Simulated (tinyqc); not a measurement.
Inside a calculation. Method: UKS/LDA (VWN5) in the sto-6g basis, for OH+, spin multiplicity 3. One step of it, computed by the program tinyqc.

Problem. Iteration 2: diagonalisation and new density. Diagonalise F' = X^T F X, C = X C', fill 5 alpha and 3 beta electrons from the bottom; D(s) = C_occ C_occ^T. Each column has its largest component positive (the first on a tie).

F(alpha) (hartree), lower triangle:
```
             1O 1s      1O 2s     1O 2px     1O 2py     1O 2pz      2H 1s
1O 1s   -19.041841
1O 2s    -4.695104  -2.259058
1O 2px    0.003302   0.016808  -0.584704
1O 2py    0.004599   0.023373   0.004785  -0.575804
1O 2pz   -0.009751  -0.080261   0.010999   0.026257  -0.548765
2H 1s    -0.242796  -0.295338   0.002223   0.003858  -0.212850  -0.650100
```

F(beta) (hartree), lower triangle:
```
             1O 1s      1O 2s     1O 2px     1O 2py     1O 2pz      2H 1s
1O 1s   -19.003544
1O 2s    -4.669601  -2.128784
1O 2px    0.002224   0.008184  -0.428104
1O 2py    0.003075   0.011402   0.000056  -0.428266
1O 2pz   -0.008795  -0.073234  -0.000278  -0.000621  -0.462449
2H 1s    -0.241573  -0.285139   0.000898   0.001333  -0.207385  -0.657293
```

X:
```
                1          2          3         4          5         6
1O 1s   -0.591953   0.547023   0.000000  0.000000  -0.459714  0.442991
1O 2s    0.786822  -0.281206   0.000000  0.000000  -0.260410  0.566245
1O 2px   0.000000   0.000000   0.998969  0.045400   0.000000  0.000000
1O 2py   0.000000   0.000000  -0.045400  0.998969   0.000000  0.000000
1O 2pz   0.323386   0.684609   0.000000  0.000000   0.632788  0.232910
2H 1s   -0.587480  -0.550959   0.000000  0.000000   0.462769  0.440226
```

Give: F' = X^T F X; orbital energies; coefficients C; F' = X^T F X; orbital energies; coefficients C; D(alpha) after iteration 2; D(beta) after iteration 2.

Solution.

F' = X^T F X (alpha) (hartree), lower triangle:
```
         1        2        3        4        5        6
1  -3.8312
2   3.6994  -4.6477
3   0.0125   0.0028  -0.5851
4   0.0225   0.0119   0.0044  -0.5754
5  -3.8126   4.5211   0.0016   0.0103  -5.5786
6   4.1427  -4.9913   0.0135   0.0237   5.6095  -7.2811
```

orbital energies (alpha) (hartree): MO1 -19.0470, MO2 -1.1799, MO3 -0.6664, MO4 -0.5867, MO5 -0.5754, MO6 -0.4436

coefficients C (alpha):
```
            MO1      MO2      MO3      MO4      MO5      MO6
1O 1s    0.9958  -0.2478   0.0641  -0.0035  -0.0042  -0.0080
1O 2s    0.0177   0.9958  -0.3005   0.0156   0.0076   0.0640
1O 2px  -0.0002  -0.0291  -0.0241   0.9109   0.4048   0.0701
1O 2py  -0.0003  -0.0426  -0.1047  -0.4119   0.8888   0.1660
1O 2pz   0.0009   0.1282   0.5088  -0.0055  -0.0975   0.8620
2H 1s   -0.0020   0.0928   0.7687  -0.0189   0.2064  -0.6436
```

F' = X^T F X (beta) (hartree), lower triangle:
```
         1        2        3        4        5        6
1  -3.7618
2   3.6872  -4.5992
3   0.0042  -0.0016  -0.4281
4   0.0064  -0.0028   0.0001  -0.4283
5  -3.8081   4.5581  -0.0027  -0.0043  -5.5252
6   4.2015  -4.9833   0.0056   0.0085   5.5900  -7.2070
```

orbital energies (beta) (hartree): MO1 -19.0081, MO2 -1.0557, MO3 -0.6454, MO4 -0.4282, MO5 -0.4278, MO6 -0.3842

coefficients C (beta):
```
            MO1      MO2      MO3      MO4      MO5      MO6
1O 1s    0.9961  -0.2434   0.0761  -0.0015  -0.0059  -0.0013
1O 2s    0.0166   0.9792  -0.3547   0.0068   0.0259   0.0305
1O 2px  -0.0001  -0.0121   0.0094  -0.6419   0.7666  -0.0111
1O 2py  -0.0002  -0.0168   0.0132   0.7667   0.6413  -0.0214
1O 2pz   0.0008   0.1263   0.3494   0.0080   0.0180   0.9432
2H 1s   -0.0019   0.1502   0.8709  -0.0076  -0.0223  -0.5244
```

D(alpha) after iteration 2, lower triangle:
```
          1O 1s    1O 2s   1O 2px   1O 2py  1O 2pz   2H 1s
1O 1s    1.0572
1O 2s   -0.2485   1.0825
1O 2px   0.0006  -0.0045   0.9951
1O 2py   0.0013  -0.0106  -0.0116   0.9724
1O 2pz   0.0022  -0.0261  -0.0605  -0.1431  0.2848
2H 1s    0.0235  -0.1374   0.0451   0.1068  0.3830  0.6425
```

D(beta) after iteration 2, lower triangle:
```
          1O 1s    1O 2s  1O 2px  1O 2py  1O 2pz   2H 1s
1O 1s    1.0572
1O 2s   -0.2488   1.0850
1O 2px   0.0035  -0.0152  0.0002
1O 2py   0.0049  -0.0211  0.0003  0.0005
1O 2pz  -0.0033  -0.0002  0.0018  0.0025  0.1380
2H 1s    0.0278  -0.1619  0.0064  0.0090  0.3232  0.7811
```
